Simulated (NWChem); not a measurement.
**r2SCAN-L/MINI run of AlNH4 (AlH2(NH2))**

What is the vertical singlet–triplet gap of AlNH4 (AlH2(NH2)) at r2SCAN-L/MINI? 

Program for the calculation: NWChem 7.3.0.

5 further runs of the same task are left out: 2 that didn't finish, 3 set aside as unsound or not needed.

### Step 1. The structure to begin with

AlNH4: 6 atoms, total charge 0, spin state singlet. SMILES: `[H][Al]([H])[NH2]`. The shape comes from GFN2-xTB, which is rough for such elements, and wasn't checked as a minimum.

Bond lengths: Al1–N4 1.775 Å, Al1–H2 1.541 Å, Al1–H3 1.542 Å, N4–H5 1.014 Å, N4–H6 1.014 Å. Angles: Al1–N4–H5 127.0°, Al1–N4–H6 126.7°, H2–Al1–N4 121.7°, H3–Al1–N4 121.7°, H5–N4–H6 106.3°, H2–Al1–H3 116.6°.

### Step 2. Energy and forces at r2SCAN-L/MINI

Contents of test.xyz:

```xyz
6
AlH4N gradient
Al     0.411220     0.709780     0.004090
H      1.951140     0.754090     0.040220
H     -0.317540     2.068550    -0.020570
N     -0.477760    -0.827010    -0.006690
H     -0.803830    -1.337930    -0.819770
H     -0.763230    -1.367490     0.802720
```

Contents of run.py:

```python
from ase.io import read
from ase.calculators.nwchem import NWChem

system = read('test.xyz')

calc = NWChem(
    label='test',
    theory='dft',
    memory='2200 mb',
    basis='MINI',
    basispar='spherical bse',
    dft={'xc': 'r2scanl', 'mult': '1', 'grid': 'fine', 'mulliken': None},
)
system.calc = calc

forces = system.get_forces()
print("Total energy (eV):", round(system.get_potential_energy(), 6))
print("forces (eV/A):")
for s, f in zip(system.symbols, forces):
    print(f"{s:2s} {f[0]:10.5f} {f[1]:10.5f} {f[2]:10.5f}")
print("dipole (e A):", system.get_dipole_moment().round(4))
```

Run with:

```console
$ export ASE_NWCHEM_COMMAND="nwchem PREFIX.nwi > PREFIX.nwo"
$ python run.py
```

Output:

```text
Total energy (eV): -8102.902834
forces (eV/A):
Al   -1.09046   -1.85644   -0.01928
H     2.16317    0.13719    0.10783
H    -0.95013    1.92925   -0.09107
N     1.82723    3.14559    0.02247
H    -1.12856   -1.57619   -2.90555
H    -0.82126   -1.77936    2.88560
dipole (e A): [-0.2281 -0.3921 -0.0026]
```

The calculator wrote test.nwi:

```
title "test"

permanent_dir test

scratch_dir test

start test

geometry units angstrom nocenter noautosym noautoz
  Al 4.1121999999999997e-01 7.0977999999999997e-01 4.0899999999999999e-03
  H  1.9511400000000001e+00 7.5409000000000004e-01 4.0219999999999999e-02
  H  -3.1753999999999999e-01 2.0685500000000001e+00 -2.0570000000000001e-02
  N  -4.7776000000000002e-01 -8.2701000000000002e-01 -6.6899999999999998e-03
  H  -8.0383000000000004e-01 -1.3379300000000001e+00 -8.1977000000000000e-01
  H  -7.6322999999999996e-01 -1.3674900000000001e+00 8.0271999999999999e-01
end

memory 2200 mb

basis spherical bse noprint
   * library MINI
end

dft
  xc r2scanl
  mult 1
  grid fine
  mulliken
end

task dft gradient
```

test.nwo (excerpt; [...] marks lines left out):

```text
[...]
  Singularity in Pulay matrix. Error and Fock matrices removed.
[... 3 lines left out ...]
  Singularity in Pulay matrix. Error and Fock matrices removed.
[... 3 lines left out ...]
[...]
  Singularity in Pulay matrix. Error and Fock matrices removed.
[... 1 line left out ...]
  Singularity in Pulay matrix. Error and Fock matrices removed.
  Singularity in Pulay matrix. Error and Fock matrices removed.
[... 2 lines left out ...]
  Singularity in Pulay matrix. Error and Fock matrices removed.
[... 2 lines left out ...]
         Total DFT energy =     -297.776189221331
[...]
  wavefunction    = closed shell
                         DFT ENERGY GRADIENTS
    atom               coordinates                        gradient
                 x          y          z           x          y          z
   1 Al      0.777093   1.341290   0.007729    0.021206   0.036102   0.000375
   2 H       3.687120   1.425023   0.076005   -0.042067  -0.002668  -0.002097
   3 H      -0.600064   3.908993  -0.038872    0.018477  -0.037518   0.001771
   4 N      -0.902835  -1.562822  -0.012642   -0.035534  -0.061172  -0.000437
   5 H      -1.519018  -2.528321  -1.549141    0.021947   0.030652   0.056504
   6 H      -1.442296  -2.584181   1.516921    0.015971   0.034603  -0.056116
[...]
```

It took 7.2 s on 1 thread of AMD EPYC 9R05 (Zen 5), shared host; peak memory 0.11 GiB.

### Step 3. The triplet at the same level

Contents of m1.nw:

```
start m1
memory 2200 mb
charge 0
geometry units angstrom noautosym nocenter noautoz
  Al     0.411220     0.709780     0.004090
  H      1.951140     0.754090     0.040220
  H     -0.317540     2.068550    -0.020570
  N     -0.477760    -0.827010    -0.006690
  H     -0.803830    -1.337930    -0.819770
  H     -0.763230    -1.367490     0.802720
end
basis "ao basis" spherical bse
  Al library MINI
  H library MINI
  N library MINI
end
dft
  xc r2scanl
  mult 3
  grid fine
  maxiter 150
  mulliken
end
task dft gradient
```

Run with:

```console
$ nwchem m1.nw > m1.out
```

Output:

```text
[...]
          Wavefunction type:  spin polarized.
          No. of atoms     :     6
          No. of electrons :    24
[...]
          Charge           :     0
          Spin multiplicity:     3
[...]
          AO basis - number of functions:    18
[...]
              XC Information
              --------------
                    r^2SCAN-L Method XC Functional
             r^2SCAN-L metaGGA Exchange Functional  1.000
                   r^2SCAN-L Correlation Potential  1.000
[...]
 d= 0,ls=0.0,diis     1   -297.6581086050 -3.50D+02  1.21D-02  1.26D-02     0.3
[...]
 d= 0,ls=0.0,diis    10   -297.6664308724  5.17D-09  7.21D-06  2.46D-09     2.3
[...]
         Total DFT energy =     -297.666430872358
      One electron energy =     -514.065646588459
           Coulomb energy =      190.710299260885
    Exchange-Corr. energy =      -26.808368645286
 Nuclear repulsion energy =       52.497285100502
[...]
      Total Density - Mulliken Population Analysis
     ---------------------------------------------
    Atom       Charge   Shell Charges
 -----------   ------   -------------------------------------------------------
    1 Al  13    12.55   2.00  2.00  0.80  5.97  1.78
    2 H    1     1.17   1.17
    3 H    1     1.17   1.17
    4 N    7     7.80   1.99  1.73  4.08
    5 H    1     0.66   0.66
    6 H    1     0.66   0.66
[...]
      <S2> =      2.0034 (Exact =     2.0000)
[...]
  wavefunction    = open shell
                         DFT ENERGY GRADIENTS
    atom               coordinates                        gradient
                 x          y          z           x          y          z
   1 Al      0.777093   1.341290   0.007729    0.004059   0.006570   0.000216
   2 H       3.687120   1.425023   0.076005   -0.046413   0.001580  -0.000636
   3 H      -0.600064   3.908993  -0.038872    0.024351  -0.039173   0.000314
   4 N      -0.902835  -1.562822  -0.012642   -0.030382  -0.052294  -0.000461
   5 H      -1.519018  -2.528321  -1.549141    0.025328   0.040712   0.072912
   6 H      -1.442296  -2.584181   1.516921    0.023056   0.042605  -0.072345
[...]
```

It took 3.3 s on 1 thread of AMD EPYC 9R05 (Zen 5), shared host; peak memory 0.11 GiB.

### Step 4. What came out

Level: r2SCAN-L/MINI.

```
                                        quantity          value
                           singlet: total energy  -297.77619 Eh
                          singlet: dipole moment         2.18 D
                            singlet: HOMO energy       -5.49 eV
                            singlet: LUMO energy       -2.95 eV
                          singlet: HOMO–LUMO gap        2.55 eV
               singlet: largest force on an atom     3.638 eV/Å
                           triplet: total energy  -297.66643 Eh
                          triplet: dipole moment         4.82 D
     triplet: HOMO energy (highest over α and β)       -3.71 eV
                                   triplet: ⟨S²⟩          2.003
               triplet: largest force on an atom     4.487 eV/Å
vertical energy of the triplet above the singlet       2.987 eV
```

At this shape the triplet lies 2.99 eV (288 kJ/mol) above the singlet. The largest force (singlet) is 3.64 eV/Å: the shape isn't a stationary point for this species at this level. In a minimal basis such a difference can be off by several eV, whatever the method. Mulliken charges (singlet) run from -0.98 on N4 to +1.04 on Al1; they depend strongly on the basis. Mulliken charges (triplet) run from -0.80 on N4 to +0.45 on Al1.
